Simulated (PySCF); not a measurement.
Molecule: `C(C)CC(N)=O`, C4H9NO.

Geometry:
```csv
atom,x (Å),y (Å),z (Å)
C1,-2.215,-0.424,-0.305
C2,-0.753,-0.417,-0.716
C3,0.158,0.177,0.343
C4,1.609,0.263,-0.104
N5,2.486,0.618,0.873
O6,1.961,0.045,-1.245
H7,-2.587,0.597,-0.120
H8,-2.849,-0.869,-1.086
H9,-2.374,-1.003,0.619
H10,-0.414,-1.441,-0.944
H11,-0.613,0.147,-1.651
H12,-0.173,1.198,0.606
H13,0.104,-0.404,1.281
H14,2.197,0.798,1.823
H15,3.462,0.715,0.628
```

Geometry PBE0-D3(BJ)/def2-SVP throughout; GIAO in PySCF 2.14.0 with density-fitted response routines, gas phase, one conformer, non-relativistic; equivalent atoms averaged; functional PBE0.

(1) How do the absolute shieldings σ depend on the basis set? (a selection of nuclei; ppm; last column core-seconds on shared hosts with different chips, so compare them loosely)

(2) Which nucleus among those listed moves most, in ppm?

(3) Taking the largest basis, cc-pVTZ (306 functions), as the yardstick, rank the others by their worst heavy-atom deviation.

## Answers

(1) 
```csv
basis set,functions,C3,C2,N5,O6,H14,H15,H12/H13,H10/H11,H7/H8/H9,core-s
STO-3G,39,203.0,210.8,237.6,-54.6,28.52,28.61,31.14,31.37,31.84,5
6-31G,72,162.8,181.1,169.2,-80.0,28.45,28.77,30.55,30.82,31.64,9.5
pcSseg-0,72,154.1,175.1,157.8,-131.0,28.92,29.25,30.75,31.27,31.78,8.1
6-31G*,102,159.4,175.7,169.5,-45.2,28.12,28.31,30.11,30.27,31.09,14
def2-SVP,129,158.0,175.3,169.8,-55.2,27.29,27.51,29.69,29.96,30.59,19
cc-pVDZ,129,159.2,175.8,172.2,-53.1,27.24,27.44,29.61,29.82,30.48,16
pcSseg-1,147,147.0,164.8,153.5,-91.2,26.81,26.97,29.52,29.74,30.35,13
"6-311+G(2d,p)",216,149.0,166.9,156.0,-76.1,27.13,27.26,29.51,29.88,30.65,37
aug-cc-pVDZ,219,157.7,174.3,170.2,-48.7,26.75,26.88,29.33,29.71,30.45,35
def2-TZVP,240,148.4,166.3,158.2,-77.7,27.05,27.27,29.50,29.85,30.62,44
IGLO-III,300,144.6,163.2,151.9,-86.9,26.78,26.96,29.32,29.71,30.50,55
cc-pVTZ,306,149.5,167.1,158.4,-75.9,26.69,26.98,29.32,29.66,30.42,56
```

(2) O6 (amide-type carbonyl oxygen): from -131.0 ppm with pcSseg-0 to -45.2 ppm with 6-31G*. The smallest spread is 1.49 ppm, at H7/H8/H9. Proton shifts span only some 12 ppm, so a few tenths of a ppm matter as much there as several ppm in carbon.

(3) def2-TZVP 1.8 ppm (240 functions), 6-311+G(2d,p) 2.4 ppm (216 functions), IGLO-III 11.0 ppm (300 functions), 6-31G 14.0 ppm (72 functions), pcSseg-1 15.3 ppm (147 functions), def2-SVP 20.7 ppm (129 functions), cc-pVDZ 22.8 ppm (129 functions), aug-cc-pVDZ 27.2 ppm (219 functions), 6-31G* 30.7 ppm (102 functions), pcSseg-0 55.1 ppm (72 functions), STO-3G 79.2 ppm (39 functions).

A small basis that lands close on one nucleus may do so by chance; judge by the trend and by all nuclei.
